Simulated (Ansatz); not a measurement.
# Si₂H₇Cl: a short trajectory

Aim: follow the atoms for 40 steps of 0.75 fs with a Langevin thermostat, with velocities drawn for 1000 K, and see to which side of the barrier the system falls.

Computed with Ansatz 0.2.0, Gaussian basis. Level: PBE0-D4/6-31G.

1 further run of the same task is left out (it didn't finish).

### Step 1. Starting geometry

The start, a first-order saddle point found at PBE0-D4 in triple zeta: 10 atoms, charge 0, spin multiplicity 1.

Atoms are counted from 1 here; the program's logs count them from 0.

Bond lengths: Si1–H3 1.510 Å, Si1–H4 1.472 Å, Si1–H5 1.472 Å, Si1–H6 1.704 Å, Si2–H8 1.484 Å, Si2–H9 1.480 Å, Si2–H10 1.480 Å. Angles: H3–Si1–H4 104.8°, H3–Si1–H5 104.8°, H3–Si1–H6 115.9°, H4–Si1–H5 122.1°, H4–Si1–H6 105.0°, H5–Si1–H6 105.0°, H8–Si2–H9 111.3°, H8–Si2–H10 111.3°, H9–Si2–H10 113.1°.

Coordinates:

```
Si   -0.6387    0.8092   -0.6454
Si    0.8132   -1.0709    0.2941
H    -0.1165    0.0164   -1.8199
H    -2.0965    0.6064   -0.6729
H    -0.0320    2.1423   -0.7917
H    -0.1480    0.2691    0.8950
Cl   -0.9920    1.4760    1.8294
H     1.1269   -1.3827    1.7105
H     0.0515   -2.1686   -0.3421
H     2.0321   -0.6972   -0.4570
```

### Step 2. Dynamics

Contents of md/in.yaml:

```yaml
crystal:
  periodic: [false, false, false]
  atoms:
    - {symbol: Si, position_ang: [-0.638746, 0.809204, -0.645383]}
    - {symbol: Si, position_ang: [0.813159, -1.070937, 0.294138]}
    - {symbol: H, position_ang: [-0.116504, 0.016352, -1.819942]}
    - {symbol: H, position_ang: [-2.096475, 0.606353, -0.672863]}
    - {symbol: H, position_ang: [-0.032008, 2.142338, -0.791698]}
    - {symbol: H, position_ang: [-0.147976, 0.269144, 0.895000]}
    - {symbol: Cl, position_ang: [-0.991984, 1.476016, 1.829358]}
    - {symbol: H, position_ang: [1.126933, -1.382680, 1.710500]}
    - {symbol: H, position_ang: [0.051480, -2.168588, -0.342052]}
    - {symbol: H, position_ang: [2.032119, -0.697202, -0.456958]}
basis:
  gaussian: {orbitals: 6-31G}
hamiltonian: {xc: pbe0, dispersion: d4}
md: {n_steps: 40, timestep: 0.75, temperature: 1000, ensemble: nvt_langevin, seed: 160, friction: 0.01, initial_velocities: maxwell_boltzmann}
```

Run with:

```sh
$ ansatz run in.yaml --threads 4 --pin off --events-out ev --progress --plain --max-ram 9574MiB
```

Q: Predict the outcome of this session. Wanted: temperature at the start; mean temperature, second half; lowest and highest potential energy, from the first frame; largest change of potential + kinetic; bonds lost by distance.

**Answer**, as computed:

| quantity | value |
| --- | --- |
| length | 40 steps, 30.0 fs |
| temperature at the start | 900 K |
| mean temperature, second half | 1617 K |
| lowest and highest potential energy, from the first frame | -1125 and 376 meV |
| largest change of potential + kinetic | 523.2 meV |
| bonds lost by distance | Si1–H6, Si1–Cl7 |

In words: By the last frame it has moved back towards the start side of the step. The system runs downhill by 1.12 eV, and that energy turns into motion. The thermostat trades energy with the molecule, so the sum of potential and kinetic energy isn't conserved: it changes by +142 meV over the run. The mean temperature of the second half is still well above the 1000 K set. The temperature runs between 620 and 1880 K. Under Langevin the temperature counts 3N degrees of freedom, more than the drawn velocities fill, so it starts at 900 K, not 1000 K.
